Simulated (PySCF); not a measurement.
## HSiN + 2 H₂O → Si(OH)₂ + NH₃

Level: PBE0 in the def2-TZVP basis family, all electrons, no relativity, computed in PySCF with density fitting; open shells unrestricted.

```
species                                                                  state and structure      E (Eh)  ZPE (kJ/mol)  H(298 K) − H(0) (kJ/mol)  S° (J/(mol K))
   HSiN                              singlet, C∞v, Si–H 1.487 Å, Si–N 1.557 Å; H–Si–N 180.0°  -344.54742          24.0                      11.1           225.3
    H₂O                                         singlet, C2v, O–H 0.960 Å (×2); H–O–H 105.1°   -76.37736          56.5                       9.9           188.7
Si(OH)₂  singlet, C2v, O–H 0.960 Å (×2), Si–O 1.649 Å (×2); H–O–Si 114.7° (×2), O–Si–O 97.5°  -441.00178          74.4                      13.0           264.5
    NH₃                                    singlet, C3v, N–H 1.013 Å (×3); H–N–H 107.1° (×3)   -56.51312          90.6                      10.0           192.4
```

(1) What is the electronic reaction energy?

(2) Add zero-point, thermal and entropy terms for 298.15 K and 1 bar.

Answers

(1) At PBE0/def2-TZVP, ΔE = -558.6 kJ/mol from the differences of the total energies times 2625.5, downhill. 

(2) ΔZPE = 28.0 and Δ[H(298) − H(0)] = -7.9 kJ/mol give ΔH° = -538.5 kJ/mol. ΔS° = -145.8 J/(mol K), so ΔG° = -538.5 − 298.15 × (-0.1458) = -495 kJ/mol.

Each species is the lowest minimum found with this bonding; other isomers or fragments can lie lower.
